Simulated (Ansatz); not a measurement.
**MP2/def2-SVPD run of CH4BN (SMILES [BH3-][N+]#C)**

Aim: the vertical singlet–triplet gap of CH4BN at MP2/def2-SVPD, from 2 runs. 

The calculation is run with Ansatz 0.2.0.

## Step 1: Starting point

CH4BN: 7 atoms, total charge 0, spin state singlet. As SMILES, `[BH3-][N+]#C`. The shape comes from GFN2-xTB, which is rough for such elements, and wasn't checked as a minimum.

Bond lengths: B1–N2 1.446 Å, N2–C3 1.149 Å, B1–H4 1.191 Å, B1–H5 1.191 Å, B1–H6 1.191 Å, C3–H7 1.052 Å. Angles: B1–N2–C3 179.8°, N2–B1–H4 105.9°, N2–B1–H5 105.9°, N2–B1–H6 105.8°, N2–C3–H7 179.8°, H4–B1–H5 112.8°, H4–B1–H6 112.8°, H5–B1–H6 112.8°.

## Step 2: The energy at MP2/def2-SVPD

in.yaml reads:

```yaml
crystal:
  periodic: [false, false, false]
  atoms:
    - {symbol: B, position_ang: [-0.679270, 0.619350, -0.271430]}
    - {symbol: "N", position_ang: [0.343100, -0.317340, 0.137940]}
    - {symbol: C, position_ang: [1.158210, -1.058740, 0.463380]}
    - {symbol: H, position_ang: [-1.600190, -0.041380, -0.638300]}
    - {symbol: H, position_ang: [-0.196850, 1.266380, -1.147890]}
    - {symbol: H, position_ang: [-0.931780, 1.266950, 0.696120]}
    - {symbol: H, position_ang: [1.906790, -1.735220, 0.760180]}
basis:
  gaussian: {orbitals: def2-SVPD}
accuracy: high
correlation: {method: mp2, frozen_orbitals: {B: 1, C: 1, H: 0, "N": 1}}
```

Command:

```bash
$ ansatz run in.yaml --threads 1 --pin off --max-ram 2610MiB --events-out events.jsonl --progress --plain --runs-dir runs
```

Log:

```text
Warning: RAYON_NUM_THREADS=1 ignored (pool sized by the plan → 1); use --threads N
Functional definition: HF
  name "HF"
  exchange = exact_x
  correlation = 0
1861 factors; integrals over basis functions are off by at most 3.1e-9 eV
mean field evaluation 1: about -3240.4210 eV, gradient 2.9e1 eV
mean field evaluation 2: about -3240.4224 eV, gradient 2.9e1 eV
mean field evaluation 4: about -3242.9232 eV, gradient 3.5e0 eV
mean field evaluation 8: about -3242.9711 eV, gradient 2.2e-4 eV
mean field -3242.97108054 eV, -119.1769890449 hartree, gradient 7.8e-8 eV, S^2 0.000000; 0 other end points of the search recorded, 0 dependent functions left out
3 core orbitals not correlated: weight in the atoms' cores, before any rotation towards them, 1.000 or more for the frozen orbitals, at most 0.000 for the correlated occupied ones
reference -3242.97108054 eV, -119.1769890449 hartree; 8, 8 occupied and 81, 81 virtual orbitals, 1861 factors
second order -11.39173631 eV of doubles, -0.00000000 eV of singles
Total energy: -3254.36281684 eV, -119.5956276327 hartree
```

It took 1.6 s on 1 thread of Intel Xeon 6975P-C (Granite Rapids), shared host; peak memory 0.21 GiB.

## Step 3: The triplet at the same level

molecule.yaml reads:

```yaml
crystal:
  periodic: [false, false, false]
  atoms:
    - {symbol: B, position_ang: [-0.679270, 0.619350, -0.271430]}
    - {symbol: "N", position_ang: [0.343100, -0.317340, 0.137940]}
    - {symbol: C, position_ang: [1.158210, -1.058740, 0.463380]}
    - {symbol: H, position_ang: [-1.600190, -0.041380, -0.638300]}
    - {symbol: H, position_ang: [-0.196850, 1.266380, -1.147890]}
    - {symbol: H, position_ang: [-0.931780, 1.266950, 0.696120]}
    - {symbol: H, position_ang: [1.906790, -1.735220, 0.760180]}
basis:
  gaussian:
    orbitals: def2-SVPD
correlation:
  method: mp2
  frozen_orbitals: {B: 1, C: 1, H: 0, "N": 1}
accuracy: high
magnetization:
  spin_polarized: true
  initial_magnetization: 2
```

Command:

```bash
$ ansatz run molecule.yaml --threads 1 --pin off --max-ram 2610MiB --events-out events.jsonl --progress --plain --runs-dir runs
```

Log, cut to the lines that bear on the results:

```text
Warning: RAYON_NUM_THREADS=1 ignored (pool sized by the plan → 1); use --threads N
Functional definition: HF
  name "HF"
[...]
1861 factors; integrals over basis functions are off by at most 3.1e-9 eV
[...]
mean field -3237.87641285 eV, -118.9897634607 hartree, gradient 8.9e-8 eV, S^2 2.035629; 13 other end points of the search recorded, 0 dependent functions left out
3 core orbitals not correlated: weight in the atoms' cores, before any rotation towards them, 1.000 or more for the frozen orbitals, at most 0.000 for the correlated occupied ones
reference -3237.87641285 eV, -118.9897634607 hartree; 9, 7 occupied and 80, 82 virtual orbitals, 1861 factors
second order -10.14591287 eV of doubles, -0.00000000 eV of singles
Total energy: -3248.02232572 eV, -119.3626188816 hartree
```

Wall time 11 s (1 thread of Intel Xeon 6975P-C (Granite Rapids), shared host); peak memory 0.26 GiB.

## Step 4: Outcome

At MP2/def2-SVPD, 3 core orbitals frozen:

| quantity | value |
| --- | --- |
| singlet: total energy | -119.59563 Eh |
| singlet: correlation energy (3 core orbitals frozen) | -418.6 mEh |
| triplet: total energy | -119.36262 Eh |
| triplet: correlation energy (3 core orbitals frozen) | -372.9 mEh |
| triplet: ⟨S²⟩ | 2.036 |
| vertical energy of the triplet above the singlet | 6.340 eV |

At this shape the triplet lies 6.34 eV (146 kcal/mol) above the singlet.
